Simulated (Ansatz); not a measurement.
Voigt–Reuss–Hill bulk modulus (GPa) of solids drawn from the class of tetrahedrally bonded semiconductors and semimetals, at two levels: PBE in Ansatz (plane waves, PAW), and r²SCAN (Ansatz, a first-principles code, plane waves, PAW).

| solid | PBE | r²SCAN |
|---|---|---|
| wurtzite BN (high-pressure phase) | 372 | 392 |
| wurtzite CdS | 53.3 | ? |
| 2H-SiC | 214 | 228 |
| wurtzite GaN | 172 | 197 |
| wurtzite ZnO | 129 | 150 |
| wurtzite AlN | 193 | 211 |

Task: Estimate the withheld r²SCAN value from the other rows.

Result: One way: carry over the typical ratio. The ratios r²SCAN / PBE of the other rows, in order: 1.054, 1.065, 1.093, 1.145, 1.163; median 1.093. Wurtzite CdS: 53.3 × 1.093 = 58.3 GPa; the run gives 60.3 GPa. The ratios spread from 1.054 to 1.163, so such an estimate is rough.

Over all 6 rows r²SCAN is the larger in 6.

Ansatz's runs of these crystals have no spin polarisation.

Each level is taken at its own relaxed cell. Ansatz's density-functional and Hartree–Fock values are scalar-relativistic unless marked +SOC, with PAW data made under PBE.
